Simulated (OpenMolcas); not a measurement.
# BH3F− (SMILES [BH3-]F): levels of theory compared

We compute a comparison of 6 runs (PBE/STO-3G, SVWN5/STO-3G, UB3LYP/STO-3G, MP2/STO-3G, ACPF/STO-3G, CISD/STO-3G) of BH3F−. 

The calculation is run with OpenMolcas 26.06.

2 further runs of the same task are left out: 1 for a known fault of the program, 1 set aside as unsound or not needed.

## (1) Starting point

BH3F− has 5 atoms, charge -1, and is taken as a singlet. SMILES: `[BH3-]F`. The B1–H3 distance was set to 2.148 Å, away from the relaxed value. At this shape a bond of the SMILES string is far longer than usual.

Bond lengths: B1–F2 1.447 Å, B1–H4 1.228 Å, B1–H5 1.228 Å. Angles: F2–B1–H4 108.4°, F2–B1–H5 108.4°, H4–B1–H5 110.5°.

## (2) The energy at PBE/STO-3G (run 1)

Contents of mol.inp:

```
&GATEWAY
 BasLib
 $CurrDir
 Coord
 5
 angstrom
 B        0.737978      -0.146926      -0.500404
 F        1.629278      -0.894116       0.360456
 H       -1.067340       0.264210       0.588100
 H        0.499168      -0.827496      -1.494054
 H        1.295818       0.899494      -0.820154
 Basis
 STO-3G
 Group
 NoSym

&SEWARD
 GridInput
 Grid=UltraFine
 End of Grid

&SCF
 Charge
 -1
 KSDFT
 PBE
 Thresholds
 1e-10 1e-07 1e-07 1e-05
 PrOrbitals
 1 1
```

The basis set STO-3G is read from a file made from the Basis Set Exchange's data (not shown).

Command:

```sh
$ export MOLCAS_MEM=1860
$ pymolcas mol.inp > mol.log
```

Standard output:

```text
--- Start Module: gateway ---
[...]
--- Stop Module: gateway /rc=_RC_ALL_IS_WELL_ ---
--- Start Module: seward ---
[...]
      Basis functions           13
--- Stop Module: seward /rc=_RC_ALL_IS_WELL_ ---
--- Start Module: scf ---
[...]
       Convergence after  17 Iterations
[...]
::    Total KS-DFT energy                            -124.3811881141
[...]
      Total spin, S                                     0.0000000000
[...]
      Total electronic charge=   18.000000
      Total            charge=   -1.000000
[...]
      Dipole Moment (debye):
      Origin of the operator (angstrom)=    1.2053   -0.5530   -0.0121
                   X=  4.5168E+00               Y= -2.3757E+00               Z=  7.3271E-01           Total=  5.1558E+00
      Center of Charge (angstrom)
[...]
--- Stop Module: scf /rc=_RC_ALL_IS_WELL_ ---
[...]
```

It took 6 s on 1 thread of Arm Neoverse V1, shared host; peak memory 0.37 GiB.

## (3) The energy at SVWN5/STO-3G (run 2)

Contents of mol.inp:

```
* BFH3 Kohn-Sham DFT
&GATEWAY
BasLib
$CurrDir
Coord
5
angstrom
B        0.737978      -0.146926      -0.500404
F        1.629278      -0.894116       0.360456
H       -1.067340       0.264210       0.588100
H        0.499168      -0.827496      -1.494054
H        1.295818       0.899494      -0.820154
Basis
STO-3G
Group
NoSym
&SEWARD
GridInput
Grid=UltraFine
End of Grid
&SCF
Charge
-1
KSDFT
SVWN5
Thresholds
1e-10 1e-07 1e-07 1e-05
PrOrbitals
1 1
```

The basis set STO-3G is read from a file made from the Basis Set Exchange's data (not shown).

Command:

```sh
$ export MOLCAS_MEM=1860
$ pymolcas mol.inp > mol.log
```

Standard output:

```text
--- Start Module: gateway ---
[...]
--- Stop Module: gateway /rc=_RC_ALL_IS_WELL_ ---
--- Start Module: seward ---
[...]
      Basis functions           13
--- Stop Module: seward /rc=_RC_ALL_IS_WELL_ ---
--- Start Module: scf ---
[...]
       Convergence after  17 Iterations
[...]
::    Total KS-DFT energy                            -123.5375726791
[...]
      Total spin, S                                     0.0000000000
[...]
      Total electronic charge=   18.000000
      Total            charge=   -1.000000
[...]
      Dipole Moment (debye):
      Origin of the operator (angstrom)=    1.2053   -0.5530   -0.0121
                   X=  4.3900E+00               Y= -2.3237E+00               Z=  7.5016E-01           Total=  5.0234E+00
      Center of Charge (angstrom)
[...]
--- Stop Module: scf /rc=_RC_ALL_IS_WELL_ ---
[...]
```

Run time: 5.1 s. Hardware: 1 thread of Arm Neoverse V1, shared host; peak memory 0.37 GiB.

Runs 3 to 5 aren't shown in full; the table further down has their settings and results.

## (4) A single-point energy at CISD/STO-3G (run 6)

Contents of mol.input:

```
&GATEWAY
BasLib=$CurrDir
Coord
5
angstrom
B        0.737978      -0.146926      -0.500404
F        1.629278      -0.894116       0.360456
H       -1.067340       0.264210       0.588100
H        0.499168      -0.827496      -1.494054
H        1.295818       0.899494      -0.820154
Basis=STO-3G
Group=NoSym
&SEWARD
&SCF
Charge=-1
Thresholds=1e-10 1e-07 1e-07 1e-05
PrOrbitals=1 1
&MOTRA
Frozen=2
&GUGA
Electrons=14
Spin=1
Inactive=7
Active=0
CIAll=1
&CPF
SDCI
```

The basis set STO-3G is read from a file made from the Basis Set Exchange's data (not shown).

Command:

```sh
$ export MOLCAS_MEM=1860
$ pymolcas mol.input > mol.log
```

Standard output:

```text
--- Start Module: gateway ---
[...]
--- Stop Module: gateway /rc=_RC_ALL_IS_WELL_ ---
[...]
      Basis functions           13
[...]
       Convergence after  13 Iterations
[...]
::    Total SCF energy                               -123.8797240119
[...]
      Total spin, S                                     0.0000000000
[...]
      *** WARNING: Default frozen orbitals is overwritten by user input.
      *** Default values:   2
[...]
--- Start Module: guga ---
[...]
--- Stop Module: guga /rc=_RC_ALL_IS_WELL_ ---
--- Start Module: cpf ---
[...]
      Active orbitals                            0       0
[...]
      Spin quantum number                      0.0
[...]
     FINAL CI ENERGY          -123.98405982
     FINAL CORRELATION ENERGY   -0.10433581  REFERENCE ENERGY    -123.87972401
[...]
     REL. CI ENERGY           -123.98405982
[...]
      Total electronic charge=   18.000000
      Total            charge=   -1.000000
[...]
      Dipole Moment (debye):
      Origin of the operator (angstrom)=    1.2053   -0.5530   -0.0121
                   X=  3.7317E+00               Y= -2.0536E+00               Z=  8.3725E-01           Total=  4.3409E+00
      Quadrupole Moment (debye*angstrom):
[...]
--- Stop Module: cpf /rc=_RC_ALL_IS_WELL_ ---
[...]
```

Wall time 2.2 s (1 thread of Arm Neoverse V1, shared host); peak memory 0.37 GiB.

## (5) Overview of the runs

```csv
run,level,scramble,integration grid,energy (Eh),HOMO energy (eV),LUMO energy (eV),HOMO–LUMO gap (eV),wall time
1,PBE/STO-3G,–,UltraFine,-124.381188,6.05,11.01,4.96,6 s
2,SVWN5/STO-3G,–,UltraFine,-123.537573,6.23,11.22,4.99,5.1 s
3,UB3LYP/STO-3G,0.25,UltraFine,-124.529671,4.86,11.58,6.72,9.3 s
4,MP2/STO-3G,–,–,-123.957954,1.73,15.85,14.12,2 s
5,ACPF/STO-3G,–,–,-123.994898,1.73,15.85,14.12,2.1 s
6,CISD/STO-3G,–,–,-123.984060,1.73,15.85,14.12,2.2 s
```

## (6) Results

| quantity | value |
| --- | --- |
| run 6: total energy | -123.98406 Eh |
| run 6: HOMO energy (Hartree–Fock orbitals) | 1.73 eV |
| run 6: LUMO energy (Hartree–Fock orbitals) | 15.85 eV |
| run 6: HOMO–LUMO gap (to an unbound level, set by the basis) | 14.12 eV |
| run 6: correlation energy (2 core orbitals frozen) | -104.3 mEh |

What this shows: Over runs 1, 2, 3 the HOMO–LUMO gap runs from 4.96 eV (PBE/STO-3G) to 6.72 eV (UB3LYP/STO-3G). The empty levels of an anion lie above zero and hang on the basis. Totals of different functionals can't be ranked against each other. In runs 1, 2, 3, 4, 5, 6 the HOMO lies above zero, so the outermost electron may be held by the basis alone. In runs 1, 2, 3, 4, 5, 6 the basis is minimal, so the values are rough. All runs together took 27 s, the longest 9.3 s.
